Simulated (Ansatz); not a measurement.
# Structure relaxation of KPt

Level of theory: Ansatz 0.2.0, DFT PBE, scalar-relativistic, plane waves, PAW. Cutoff 420 eV, Γ-centred k mesh, Gaussian smearing, no spin polarisation in the final step.

KPt was placed on the caesium chloride structure type (Pm-3m, No. 221), with K in place of Cs, Pt in place of Cl, at a guessed volume.

```xyz
2
Lattice="3.7621 0.0000 0.0000 0.0000 3.7621 0.0000 0.0000 0.0000 3.7621" Properties=species:S:1:pos:R:3 pbc="T T T"
K     0.0000    0.0000    0.0000
Pt    1.8810    1.8810    1.8810
```

Cell and atoms relax at zero pressure; the relaxation can't lower the symmetry of the start.

The zero of energy is the elements' standard structures at the same level; no fitted shifts are applied.

Q: What does it relax into?

A: It keeps Pm-3m (No. 221). The result has the caesium chloride structure. Conventional cell: a = 3.716 Å. Around K lie 8 Pt at 3.22 Å and 6 K at 3.72 Å; around Pt lie 8 K at 3.22 Å and 6 Pt at 3.72 Å.

```cif
data_structure
_symmetry_space_group_name_H-M 'Pm-3m'
_symmetry_Int_Tables_number 221
_cell_length_a 3.7162
_cell_length_b 3.7162
_cell_length_c 3.7162
_cell_angle_alpha 90.000
_cell_angle_beta 90.000
_cell_angle_gamma 90.000
_cell_volume 51.32
loop_
_atom_site_label
_atom_site_type_symbol
_atom_site_symmetry_multiplicity
_atom_site_Wyckoff_symbol
_atom_site_fract_x
_atom_site_fract_y
_atom_site_fract_z
_atom_site_occupancy
K1 K 1 a 0.00000 0.00000 0.00000 1
Pt1 Pt 1 b 0.50000 0.50000 0.50000 1
```

Q: What are its volume, energy, density and gap?

A: The volume per atom is 25.66 Å³. The density is 7.58 g/cm³, the energy over the elements is 0.60 eV/atom and the gap on the 14×14×14 mesh is 0 eV (a metal).

The final run used a 14×14×14 mesh on its 2-atom cell and 0.10 eV smearing. For metals, differences of a few meV/atom aren't resolved. Spin–orbit coupling is left out. Symmetry constrained the relaxation, so the result can be a saddle point.

Cost: 2 runs of about 0.36 core-minutes in all, on Arm Neoverse V2 (shared hosts).